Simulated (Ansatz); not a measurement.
# Si–CH$_{2}$, quintet: the ladder up to full CI

Geometry: that of the Si–CH2, triplet, kept fixed. The singlet lies 3.6 eV lower here.

```xyz
4

Si    0.0000    0.0000    0.6502
C     0.0000    0.0000   -1.2146
H     0.0000   -0.9068   -1.8218
H     0.0000    0.9068   -1.8218
```

Basis 6-31G; Ansatz 0.2.0. Correlated methods freeze the noble-gas cores, which leaves 10 electrons in 20 orbitals. R marks a restricted (for open shells ROHF) determinant, U an unrestricted one. Active spaces: valence = (10e, 10o) chosen from the atoms' valence shells.

Full CI is exact within this basis and frozen core; it isn't the basis-set limit. The frozen core follows each run's orbitals, which can shift R against U totals by a few meV.

For open shells CISD and CISDTQ are restricted-active-space CI with the open shells as a complete middle space.

* UHF ⟨S²⟩: 6.012
* T1 diagnostic (RCCSD): 0.0165
* largest doubles amplitude (RCCSD): 0.047
* T1 diagnostic (UCCSD): 0.0106

```csv
level,E − E(RHF) (eV)
UHF,-0.0932
RMP2,-2.3891
UMP2,-2.3994
RCCSD,-2.9813
UCCSD,-2.9822
RCCSD(T),-3.0289
UCCSD(T),-3.0291
```

Problem. Estimate how far full CI in 6-31G lies from RCCSD(T). The table doesn't fix it; the size of (T) and the diagnostics are the guide.

Solution. Full CI in 6-31G lies 0.51 mEh below RCCSD(T), which is 29 % of the (T) step (-1.75 mEh). The diagnostics give no warning, yet the rest is a sizeable part of (T).

The other levels:

```csv
level,E − E(full CI) (mEh),share of correlation (%),wall time
CISD,6.41,94.27,1.3 s
BCCD(T),0.53,99.53,0.6 s
RCCSDT,0.15,99.87,–
UCCSDT,0.13,99.89,–
CISDTQ,0.15,99.87,54 s
RCCSDT(Q),0.01,99.99,3.5 s
UCCSDT(Q),-0.01,100.01,3.1 s
RCCSDTQ,0.00,100.00,20 s (H100)
UCCSDTQ,-0.02,100.01,18 s (H100)
CASSCF (valence space),46.33,58.57,–
NEVPT2 (valence space),11.50,89.72,2 s
MRCISD (valence space),1.64,98.53,–
MRCISD+Q (valence space),0.45,99.60,4.6 s
```

The correlation energy at full CI, counted from RHF, is -3.043 eV. That run took 21 s on 2 threads of AMD EPYC 7R13 with a shared H100 80 GB, shared host over 22,045,024 determinants.

Times hold each run's SCF and search for its determinant on a shared host, so for small cases they say little of a method's own cost; rows without a card ran on 1 thread of AMD EPYC 7R13.

The full-CI state has the irrep B2 of C2v, in the program's axes.

Natural occupations of full CI about the gap: 1.973 1.966 1.958 1.000 1.000 0.996 0.990 0.031 0.025 0.023; effectively unpaired electrons, Σ n²(2−n)², 4.02.
